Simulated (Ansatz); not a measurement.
Process, species as SMILES: C=[C]Cl → 2 C atom + Cl atom + 2 H atom
B3LYP-D3(BJ)/def2-TZVP geometries, fixed; electronic energies without zero-point terms.

Effect of a fitting basis named in the input at PBE/cc-pV(T+d)Z with Ansatz (a quantum-chemistry and plane-wave program), against the last row, where the atomisation energy is 447.88 kcal/mol. Open shells are unrestricted. The default fits or decomposes integrals by the program's own choice; accuracy: high also tightens integrals, grids and stops.

```json
[
 {"setting": "fitting: def2-SV(P)-JKFIT", "largest shift of a total energy (mEh)": "-0.047", "shift of the atomisation energy (kcal/mol)": "-0.017"},
 {"setting": "fitting: def2-universal-JKFIT", "largest shift of a total energy (mEh)": "-0.047", "shift of the atomisation energy (kcal/mol)": "-0.017"},
 {"setting": "fitting: cc-pVTZ-JKFIT", "largest shift of a total energy (mEh)": "-0.019", "shift of the atomisation energy (kcal/mol)": "0.004"},
 {"setting": "fitting: cc-pVQZ-JKFIT", "largest shift of a total energy (mEh)": "-0.008", "shift of the atomisation energy (kcal/mol)": "-0.004"},
 {"setting": "fitting: cc-pV5Z-JKFIT", "largest shift of a total energy (mEh)": "-0.006", "shift of the atomisation energy (kcal/mol)": "-0.005"},
 {"setting": "fitting: def2-universal-JFIT", "largest shift of a total energy (mEh)": "-0.083", "shift of the atomisation energy (kcal/mol)": "0.026"},
 {"setting": "accuracy: high", "largest shift of a total energy (mEh)": "0.000", "shift of the atomisation energy (kcal/mol)": "0.000"},
 {"setting": "accuracy: medium (default)", "largest shift of a total energy (mEh)": "0.000", "shift of the atomisation energy (kcal/mol)": "0.000"}
]
```

Within 0.02 kcal/mol in the atomisation energy: fitting: def2-SV(P)-JKFIT; fitting: def2-universal-JKFIT; fitting: cc-pVTZ-JKFIT; fitting: cc-pVQZ-JKFIT; fitting: cc-pV5Z-JKFIT; accuracy: high. The largest shift is 0.083 mEh in a total energy and 0.026 kcal/mol in the difference.
